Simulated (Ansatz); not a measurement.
# HB–PH$_{2}$, doublet in cc-pVDZ: errors against UCCSDT(Q)

Geometry: a PBE0/def2-TZVP stationary point for this spin, not checked as a minimum.

```yaml
atoms:
  - { symbol: B, position_ang: [0.1000, 0.1600, 1.3248] }
  - { symbol: P, position_ang: [-0.0800, -0.0335, -0.4731] }
  - { symbol: H, position_ang: [0.0340, -0.5521, 2.2719] }
  - { symbol: H, position_ang: [0.6856, -1.1488, -0.8924] }
  - { symbol: H, position_ang: [0.6655, 1.0138, -1.0512] }
```

Basis cc-pVDZ; Ansatz 0.2.0. Correlated methods freeze the noble-gas cores, which leaves 11 electrons in 41 orbitals. Prefix R: restricted or restricted open-shell reference; prefix U: unrestricted.

Full CI isn't at hand for all of this; UCCSDT(Q) serves as the reference, and is uncertain by about the last step of the cluster series. The frozen core follows each run's orbitals, which can shift R against U totals by a few meV.

For open shells CISD is restricted-active-space CI with the open shells as a complete middle space.

The UHF ⟨S²⟩ is 0.760, the T1 diagnostic (RCCSD) is 0.0244 and the largest doubles amplitude (RCCSD) is 0.067. The T1 diagnostic (UCCSD) is 0.0208.

```tsv
level	E − E(RHF) (eV)
UHF	-0.0600
RMP2	-5.1398
UMP2	-5.1462
RCCSD	-6.1642
UCCSD	-6.1653
RCCSD(T)	-6.3536
UCCSD(T)	-6.3538
```

**Question.** Estimate how far UCCSDT(Q) in cc-pVDZ lies from RCCSD(T). The table doesn't fix it; the size of (T) and the diagnostics are the guide.

**Answer.** UCCSDT(Q) in cc-pVDZ lies 4.3 kJ/mol below RCCSD(T), which is 23 % of the (T) step (-18.3 kJ/mol). The diagnostics are small and the rest is a small part of (T), but (T) is large here. The miss exceeds 1 kcal/mol.

The other levels:

| level | E − E(UCCSDT(Q)) (kJ/mol) | share of correlation (%) | wall time |
| --- | --- | --- | --- |
| CISD | 69.4 | 88.76 | 7 s |
| BCCD(T) | 4.2 | 99.32 | 7 s |
| RCCSDT | 1.1 | 99.82 | – |
| UCCSDT | 1.1 | 99.83 | – |
| RCCSDT(Q) | 0.1 | 99.98 | 2.1 min |

The correlation energy at UCCSDT(Q), counted from RHF, is -6.398 eV. That run took 1.9 min on 1 thread of Intel Xeon, shared host.

Times hold each run's SCF and search for its determinant on a shared host, so for small cases they say little of a method's own cost; they ran on 1 thread of Intel Xeon.

Atomization energy (electronic, same basis, no zero-point term; atoms at the same level, unrestricted beside the R rows where the molecule is a closed shell, with restricted open-shell steps beyond CCSDT(Q)) at UCCSDT(Q): 1161.2 kJ/mol. Errors of other levels:

| level | error (kJ/mol) |
| --- | --- |
| RHF | -234.4 |
| UHF | -237.5 |
| RMP2 | -9.4 |
| UMP2 | -9.4 |
| CISD | -60.1 |
| RCCSD | -15.7 |
| UCCSD | -15.8 |
| RCCSD(T) | -2.3 |
| UCCSD(T) | -2.4 |
| BCCD(T) | -2.2 |
| RCCSDT | -0.8 |
| UCCSDT | -0.9 |
| RCCSDT(Q) | -0.1 |

This basis is far from its limit, so the value isn't to be set against a measured one. Truncated CI isn't size-consistent, which counts against it in atomization.
